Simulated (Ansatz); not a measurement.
Dissociation curve of Na2, singlet.

Level of theory: full CI/cc-pVTZ, frozen core (Ansatz, an electronic-structure program).

Q: Relative to R = 3.16 Å, what are the energies at R = 2.65, 2.93, 4.14, 5.70 Å?

A: 18.0 kJ/mol at 2.65 Å, 3.3 kJ/mol at 2.93 Å, 23.7 kJ/mol at 4.14 Å, 60.4 kJ/mol at 5.70 Å.
